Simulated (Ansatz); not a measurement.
# AlNH+ (triplet): the correlation ladder, cc-pVTZ

The task here is to estimate one member of a computed series from the others.

Program: Ansatz 0.2.0, Gaussian basis. Level of theory: cc-pVTZ, core rule «outside noble gas», up to 6 orbitals frozen. These are calculated values, not measurements.

To be run: UHF; CCSD(T) on ROHF; CCSD(T) on UHF; BCCD(T) on ROHF; CCSDT(Q) on ROHF; CCSDT(Q) on UHF.

12 further runs of the same task are left out: 7 for a known fault of the program, 5 set aside as unsound or not needed.

## What is computed

The geometry is a PBE0/def2-TZVP stationary point (not a proven minimum) of the parent state, kept for this charge and spin.

3 atoms, charge 1, spin multiplicity 3.

Atoms are counted from 1 here; the program's logs count them from 0.

Bond lengths: Al1–N2 1.737 Å, N2–H3 1.016 Å. Angles: Al1–N2–H3 130.8°.

Set-up of the first run:

The input, in.yaml:

```yaml
crystal:
  periodic: [false, false, false]
  atoms:
    - {symbol: Al, position_ang: [0.000000, 0.032676, 0.636525]}
    - {symbol: N, position_ang: [0.000000, -0.106661, -1.095305]}
    - {symbol: H, position_ang: [0.000000, 0.607486, -1.818390]}
basis:
  gaussian: {orbitals: cc-pVTZ}
total_charge: 1
magnetization: {spin_polarized: true, initial_magnetization: 2}
hamiltonian: {xc: hf}
output: {orbitals: {seedname: orbitals}}
```

Run with:

```
> ansatz run in.yaml --threads 1 --pin off --events-out ev --progress --plain --max-ram 4096MiB --backend cpu
```

Among the steps run: UHF; CCSD(T) on ROHF; CCSD(T) on UHF; BCCD(T) on ROHF; CCSDT(Q) on ROHF; CCSDT(Q) on UHF.

One of the session's tables, all rows but one given; the rest of the session is left out.

It belongs to the step «Misses and costs». 

```
   method  from UCCSDT(Q) (kcal/mol)
     ROHF                    +145.11
      UHF                    +140.74
     RMP2                     +17.45
     UMP2                     +17.90
    RCCSD                      +6.57
    UCCSD                      +6.20
 RCCSD(T)                      +0.91
 UCCSD(T)                      +0.88
  BCCD(T)                      +0.97
   RCCSDT                      +0.41
   UCCSDT                          ?
RCCSDT(Q)                      +0.11
UCCSDT(Q)                          0
```

Q: Estimate the row for UCCSDT from the others.

**Answer.** from UCCSDT(Q) (kcal/mol): +0.33. In the column «from UCCSDT(Q) (kcal/mol)» it lies between RCCSDT(Q) (+0.11) and RCCSDT (+0.41).

Caveats from the session: Restricted and unrestricted rows rest on different reference determinants; where their highest levels disagree by more than a few hundredths of an eV, they describe different states and don't form one ladder.
